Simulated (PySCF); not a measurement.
Compound: C3H2FS2 (charge +1).
InChI=1S/C3H2FS2/c4-3-5-1-2-6-3/h1-2H/q+1

Computed, not measured: MP2 and CCSD/aug-cc-pVDZ in PySCF, restricted Hartree–Fock reference, frozen core, non-relativistic, gas phase, PBE0-D3(BJ)/def2-SVP geometry.

E(HF) = -1008.98793 Eh.

Problem. How large is the problem?

Solution. 164 basis functions and 60 electrons; 14 orbitals frozen, which leaves o = 16 correlated occupied and v = 134 virtual orbitals. That is o·v = 2144 singles and o·v(o·v + 1)/2 = 2299440 distinct closed-shell doubles amplitudes before symmetry; the costliest CCSD step grows as o²v⁴ = 8.3 × 10^10.

Problem. What are the MP2 and CCSD correlation energies?

Solution. MP2 -0.8762 Eh and CCSD -0.9041 Eh, which gives totals of -1009.86416 and -1009.89199 Eh. That is 0.769 eV for each correlated electron at CCSD (2374 kJ/mol in all, 0.090 % of the total energy); MP2 gives 96.9 % of the CCSD value.

Problem. What is the T1 diagnostic?

Solution. 0.0170, below the customary warning level of 0.02. It is the norm of the spatial-orbital singles amplitudes over the root of the number of correlated electrons, so the norm is 0.096.

No triples correction and no basis-set extrapolation were made.
